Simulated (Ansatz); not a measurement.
## Worked example: correlation energy of PH, quintet

Geometry: that of the PH⁻, quartet, kept fixed. The triplet lies 5.9 eV lower here.

```
atom   x (Å)   y (Å)   z (Å)
   P  0.0000  0.0000  0.0000
   H  0.0000  0.0000  1.5586
```

Basis aug-cc-pVTZ; Ansatz 0.2.0. Correlated methods freeze the noble-gas cores, which leaves 6 electrons in 68 orbitals. R marks a restricted (for open shells ROHF) determinant, U an unrestricted one.

Full CI isn't at hand for all of this; UCCSDT(Q) serves as the reference, and is uncertain by the last step of the cluster series or more.

UCCSD has a T1 diagnostic of 0.027 and a largest doubles amplitude of 0.04.

Runs differ by some tens of microhartree through their thresholds and, for an open shell, their frozen cores, so steps under 0.03 kcal/mol mean nothing.

| level | total energy (hartree) |
| --- | --- |
| UHF | -341.099872 |
| UMP2 | -341.189051 |
| UCCSD | -341.209016 |
| UCCSD(T) | -341.213453 |
| UCCSDT | -341.214338 |
| UCCSDT(Q) | -341.214508 |

Task: What is the correlation energy at UCCSDT(Q), and what share of it do UMP2 and UCCSD(T) recover?

Result: E(corr) = -341.214508 − (-341.099872) = -0.114636 hartree = -3.119 eV. UMP2: -0.089179 / -0.114636 = 77.79 %. UCCSD(T): -0.113581 / -0.114636 = 99.08 %.

Task: By how many kcal/mol does UCCSD(T) miss UCCSDT(Q) (1 hartree = 627.509 kcal/mol), and which steps make up the rest?

Result: -341.213453 − (-341.214508) = 0.001055 hartree = 0.66 kcal/mol. Steps: UCCSDT − UCCSD(T) = -0.56, UCCSDT(Q) − UCCSDT = -0.11 kcal/mol. That is within 1 kcal/mol of the reference in this basis, which itself misses far more of the correlation at the basis-set limit.
